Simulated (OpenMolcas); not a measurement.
# A workflow on H3O+ (oxonium)

Aim: a single-point energy (UHF/STO-3G), then a single-point energy (CASSCF(2,2)/STO-3G), then the energy (CASPT2(2,2)/STO-3G), then the energy (SC-NEVPT2(2,2)/STO-3G), then the energy (MRCI(2,2)/STO-3G) of H3O+ (oxonium). 

The results are computed with OpenMolcas 26.06.

2 further runs of the same task are left out: 1 that didn't finish, 1 set aside as unsound or not needed.

### Step 1. The molecule

H3O+: 4 atoms, total charge +1, spin state singlet. As SMILES, `[OH3+]`. The O1–H2 distance was set to 2.458 Å, away from the relaxed value. At this shape a bond of the SMILES string is far longer than usual.

Bond lengths: O1–H3 0.983 Å, O1–H4 0.984 Å. Angles: H3–O1–H4 112.0°.

### Step 2. The energy at UHF/STO-3G (run 1)

Input file step1.input:

```
>>> EXPORT MOLCAS_PRINT=2
&gateway
baslib=$CurrDir
basisset
O.STO-3G....
O1 0.168780 -1.531686 -0.166953 angstrom
End of Basis
basisset
H.STO-3G....
H2 0.214230 0.919440 0.016470 angstrom
H3 -0.440680 -1.837286 -0.875733 angstrom
H4 -0.024140 -1.962466 0.696067 angstrom
End of Basis
&seward
&scf
uhf
charge=1
scramble=0.25
prorbitals=1 1
```

The basis set STO-3G is read from a file made from the Basis Set Exchange's data (not shown).

Run with:

```
$ export MOLCAS_MEM=1860
$ pymolcas step1.input > step1.log
```

Log, shortened:

```text
--- Start Module: gateway ---
[...]
--- Stop Module: gateway /rc=_RC_ALL_IS_WELL_ ---
--- Start Module: seward ---
[...]
      Basis functions            8
--- Stop Module: seward /rc=_RC_ALL_IS_WELL_ ---
--- Start Module: scf ---
[...]
       Convergence after  21 Iterations
[...]
::    Total SCF energy                                -75.1320141043
[...]
      Total spin, S                                     0.6144519366
[...]
      Total electronic charge=   10.000000
      Total            charge=    1.000000
[...]
      Dipole Moment (debye):
      Origin of the operator (angstrom)=    0.1287   -1.4408   -0.1491
                   X= -1.9137E+00               Y= -2.2351E+00               Z=  3.2965E-01           Total=  2.9608E+00
      Center of Charge (angstrom)
[...]
--- Stop Module: scf /rc=_RC_ALL_IS_WELL_ ---
[...]
```

Wall time 1.9 s (1 thread of Arm Neoverse V1, shared host); peak memory 0.37 GiB.

### Step 3. A single-point energy at CASSCF(2,2)/STO-3G (run 2)

Input file step2.input:

```
&GATEWAY
 BasLib = $CurrDir
 BasisSet
 O.STO-3G....
 O1 0.168780 -1.531686 -0.166953 angstrom
 End of Basis
 BasisSet
 H.STO-3G....
 H2 0.214230 0.919440 0.016470 angstrom
 H3 -0.440680 -1.837286 -0.875733 angstrom
 H4 -0.024140 -1.962466 0.696067 angstrom
 End of Basis

&SEWARD

&RASSCF
 FileOrb = $CurrDir/step1.UnaOrb
 Spin = 1
 Nactel = 2 0 0
 Inactive = 4
 Ras2 = 2
 OrbListing = Nothing
```

The basis set STO-3G is read from a file made from the Basis Set Exchange's data (not shown).

Run with:

```
$ export MOLCAS_MEM=1860
$ pymolcas step2.input > step2.log
```

Log, shortened:

```text
--- Start Module: gateway ---
[...]
--- Stop Module: gateway /rc=_RC_ALL_IS_WELL_ ---
--- Start Module: seward ---
[...]
      Basis functions            8
--- Stop Module: seward /rc=_RC_ALL_IS_WELL_ ---
--- Start Module: rasscf ---
[...]
      Number of active orbitals                  2
[...]
      Spin quantum number                      0.0
[...]
      Active orbitals                            2
[...]
      Number of CSFs                             3
[...]
      Number of root(s) required                 1
[...]
      Convergence after  9 iterations
[...]
      printout of CI-coefficients larger than  0.05 for root  1
      energy=     -75.132187
      conf/sym  11     Coeff  Weight
             1  20  -0.78707 0.61948
             3  02   0.61686 0.38052
      Natural orbitals and occupation numbers for root  1
      sym 1:   1.238966   0.761034
      ************************************************************************************************************************
      *                                                    Final results                                                     *
[...]
::    RASSCF root number  1 Total energy:    -75.13218727
[...]
      Total electronic charge=   10.000000
      Total            charge=    1.000000
[...]
      Dipole Moment (debye):
      Origin of the operator (angstrom)=    0.1287   -1.4408   -0.1491
                   X= -1.9242E+00               Y= -2.0840E+00               Z=  3.4448E-01           Total=  2.8573E+00
      Center of Charge (angstrom)
[...]
--- Stop Module: rasscf /rc=_RC_ALL_IS_WELL_ ---
[...]
```

Wall time 1.7 s (1 thread of Arm Neoverse V1, shared host); peak memory 0.37 GiB.

### Step 4. The energy at CASPT2(2,2)/STO-3G (run 3)

Input file step3.input:

```
* H3O CASPT2

&GATEWAY
  BasLib=$CurrDir
  BasisSet
  O.STO-3G....
  O1 0.168780 -1.531686 -0.166953 angstrom
  End of Basis
  BasisSet
  H.STO-3G....
  H2 0.214230 0.919440 0.016470 angstrom
  H3 -0.440680 -1.837286 -0.875733 angstrom
  H4 -0.024140 -1.962466 0.696067 angstrom
  End of Basis

&SEWARD

&RASSCF
  FileOrb=$CurrDir/step2.RasOrb
  Spin=1
  Nactel=2 0 0
  Inactive=4
  Ras2=2
  OrbListing=Nothing

&CASPT2
  Imaginary=0.1
  Frozen=1
```

The basis set STO-3G is read from a file made from the Basis Set Exchange's data (not shown).

Run with:

```
$ export MOLCAS_MEM=1860
$ pymolcas step3.input > step3.log
```

Log, shortened:

```text
--- Start Module: gateway ---
[...]
--- Stop Module: gateway /rc=_RC_ALL_IS_WELL_ ---
[...]
      Basis functions            8
[...]
--- Start Module: rasscf ---
[...]
      Number of active orbitals                  2
[...]
      Spin quantum number                      0.0
[...]
      Active orbitals                            2
[...]
      Number of CSFs                             3
[...]
      Number of root(s) required                 1
[...]
      Convergence after  4 iterations
[...]
      printout of CI-coefficients larger than  0.05 for root  1
      energy=     -75.132187
      conf/sym  11     Coeff  Weight
             1  20  -0.78707 0.61948
             3  02   0.61686 0.38052
      Natural orbitals and occupation numbers for root  1
      sym 1:   1.238966   0.761034
      ************************************************************************************************************************
      *                                                    Final results                                                     *
[...]
::    RASSCF root number  1 Total energy:    -75.13218727
[...]
      Total electronic charge=   10.000000
      Total            charge=    1.000000
[...]
      Dipole Moment (debye):
      Origin of the operator (angstrom)=    0.1287   -1.4408   -0.1491
                   X= -1.9242E+00               Y= -2.0840E+00               Z=  3.4448E-01           Total=  2.8573E+00
      Center of Charge (angstrom)
[...]
--- Stop Module: rasscf /rc=_RC_ALL_IS_WELL_ ---
--- Start Module: caspt2 ---
[...]
 ###    WARNING: User changed nr of frozen orbitals.                         ###
 ###############################################################################
[...]
      E2 (Variational):          -0.0312742945
      Total energy:             -75.1634615670
[...]
      Reference weight:           0.98786
[...]
::    CASPT2 Root  1     Total energy:    -75.16346157
[...]
--- Stop Module: caspt2 /rc=_RC_ALL_IS_WELL_ ---
[...]
```

Wall time 1.7 s (1 thread of Arm Neoverse V1, shared host); peak memory 0.37 GiB.

### Step 5. A single-point energy at SC-NEVPT2(2,2)/STO-3G (run 4)

Input file step4.input:

```
>>> EXPORT MOLCAS_PRINT=2
&GATEWAY
BasLib=$CurrDir
BasisSet
O.STO-3G....
O1 0.168780 -1.531686 -0.166953 angstrom
End of Basis
BasisSet
H.STO-3G....
H2 0.214230 0.919440 0.016470 angstrom
H3 -0.440680 -1.837286 -0.875733 angstrom
H4 -0.024140 -1.962466 0.696067 angstrom
End of Basis
&SEWARD
&RASSCF
FileOrb=$CurrDir/step2.RasOrb
Spin=1
Nactel=2 0 0
Inactive=4
Ras2=2
OrbListing=Nothing
&CASPT2
SC-NEVPT2
Frozen=1
```

The basis set STO-3G is read from a file made from the Basis Set Exchange's data (not shown).

Run with:

```
$ export MOLCAS_MEM=1860
$ pymolcas step4.input > step4.log
```

Log, shortened:

```text
--- Start Module: gateway ---
[...]
--- Stop Module: gateway /rc=_RC_ALL_IS_WELL_ ---
[...]
      Basis functions            8
[...]
--- Start Module: rasscf ---
[...]
      Number of active orbitals                  2
[...]
      Spin quantum number                      0.0
[...]
      Active orbitals                            2
[...]
      Number of CSFs                             3
[...]
      Number of root(s) required                 1
[...]
      Convergence after  4 iterations
[...]
      printout of CI-coefficients larger than  0.05 for root  1
      energy=     -75.132187
      conf/sym  11     Coeff  Weight
             1  20  -0.78707 0.61948
             3  02   0.61686 0.38052
      Natural orbitals and occupation numbers for root  1
      sym 1:   1.238966   0.761034
      ************************************************************************************************************************
      *                                                    Final results                                                     *
[...]
::    RASSCF root number  1 Total energy:    -75.13218727
[...]
      Total electronic charge=   10.000000
      Total            charge=    1.000000
[...]
      Dipole Moment (debye):
      Origin of the operator (angstrom)=    0.1287   -1.4408   -0.1491
                   X= -1.9242E+00               Y= -2.0840E+00               Z=  3.4448E-01           Total=  2.8573E+00
      Center of Charge (angstrom)
[...]
--- Stop Module: rasscf /rc=_RC_ALL_IS_WELL_ ---
--- Start Module: caspt2 ---
[...]
 ###    WARNING: User changed nr of frozen orbitals.                         ###
 ###############################################################################
[...]
      E2 (Variational):          -0.0311703937
[...]
      E2 (Variational):          -0.0311444456
      Total energy:             -75.1633317181
[...]
      Reference weight:           0.98813
[...]
::    SC-NEVPT2 Root  1     Total energy:    -75.16333172
[...]
--- Stop Module: caspt2 /rc=_RC_ALL_IS_WELL_ ---
[...]
```

Run time: 1.9 s. Hardware: 1 thread of Arm Neoverse V1, shared host; peak memory 0.37 GiB.

### Step 6. A single-point energy at MRCI(2,2)/STO-3G (run 5)

Input file step5.inp:

```
&GATEWAY
  BasLib=$CurrDir
  BasisSet
  O.STO-3G....
  O1 0.168780 -1.531686 -0.166953 angstrom
  End of Basis
  BasisSet
  H.STO-3G....
  H2 0.214230 0.919440 0.016470 angstrom
  H3 -0.440680 -1.837286 -0.875733 angstrom
  H4 -0.024140 -1.962466 0.696067 angstrom
  End of Basis

&SEWARD

&RASSCF
  FileOrb=$CurrDir/step2.RasOrb
  Spin=1
  Nactel=2 0 0
  Inactive=4
  Ras2=2
  OrbListing=Nothing

&MOTRA
  LumOrb
  Frozen=1

&GUGA
  Electrons=8
  Spin=1
  Inactive=3
  Active=2
  CIAll=1

&MRCI
  SDCI
```

The basis set STO-3G is read from a file made from the Basis Set Exchange's data (not shown).

Run with:

```
$ export MOLCAS_MEM=1860
$ pymolcas step5.inp > step5.log
```

Log, shortened:

```text
--- Start Module: gateway ---
[...]
--- Stop Module: gateway /rc=_RC_ALL_IS_WELL_ ---
[...]
      Basis functions            8
[...]
      Number of active orbitals                  2
[...]
      Spin quantum number                      0.0
[...]
      Active orbitals                            2
[...]
      Number of CSFs                             3
[...]
      Number of root(s) required                 1
[...]
      Convergence after  4 iterations
[...]
      printout of CI-coefficients larger than  0.05 for root  1
      energy=     -75.132187
      conf/sym  11     Coeff  Weight
             1  20  -0.78707 0.61948
             3  02   0.61686 0.38052
      Natural orbitals and occupation numbers for root  1
      sym 1:   1.238966   0.761034
      ************************************************************************************************************************
      *                                                    Final results                                                     *
[...]
::    RASSCF root number  1 Total energy:    -75.13218727
[...]
      Dipole Moment (debye):
      Origin of the operator (angstrom)=    0.1287   -1.4408   -0.1491
                   X= -1.9242E+00               Y= -2.0840E+00               Z=  3.4448E-01           Total=  2.8573E+00
      Center of Charge (angstrom)
[...]
      *** WARNING: Default frozen orbitals is overwritten by user input.
      *** Default values:   1
[...]
--- Start Module: guga ---
[...]
--- Stop Module: guga /rc=_RC_ALL_IS_WELL_ ---
--- Start Module: mrci ---
[...]
       (But an ACPF correction will be computed)
       USE THE DEFAULT ACPF G-VALUE GFAC=  0.25000000000000000
[...]
                      CI ENERGY:   -75.17516781
[...]
                ACPF CORRECTION:    -0.00080577
[...]
      Total electronic charge=   10.000000
      Total            charge=    1.000000
[...]
     ACPF CORRECTION:     -0.00080577
[...]
  CI State   1     Total energy:    -75.17516781     QDav:     -0.00108112     QACPF:     -0.00080577
[...]
--- Stop Module: mrci /rc=_RC_ALL_IS_WELL_ ---
[...]
```

Run time: 1.9 s. Hardware: 1 thread of Arm Neoverse V1, shared host; peak memory 0.37 GiB.

### Step 7. Outcome

```
                                  quantity         value
           run 1, UHF/STO-3G: total energy  -75.13201 Eh
            run 1, UHF/STO-3G: HOMO energy     -17.49 eV
            run 1, UHF/STO-3G: LUMO energy      -5.74 eV
          run 1, UHF/STO-3G: HOMO–LUMO gap      11.75 eV
                   run 1, UHF/STO-3G: ⟨S²⟩         0.992
   run 2, CASSCF(2,2)/STO-3G: total energy  -75.13219 Eh
   run 3, CASPT2(2,2)/STO-3G: total energy  -75.16346 Eh
run 4, SC-NEVPT2(2,2)/STO-3G: total energy  -75.16333 Eh
     run 5, MRCI(2,2)/STO-3G: total energy  -75.17517 Eh
```

⟨S²⟩ (run 1, UHF/STO-3G) is 0.99 where a pure singlet has 0.00: the reference is spin-contaminated. Mulliken charges (run 1, UHF/STO-3G) run from +0.01 on H2 to +0.45 on H4. Mulliken charges (run 2, CASSCF(2,2)/STO-3G) run from +0.02 on H2 to +0.45 on H3; they depend strongly on the basis. Mulliken charges (run 3, CASPT2(2,2)/STO-3G) of the CASSCF density run from +0.02 on H2 to +0.45 on H3. Mulliken charges (run 4, SC-NEVPT2(2,2)/STO-3G) of the CASSCF density run from +0.02 on H2 to +0.45 on H3.
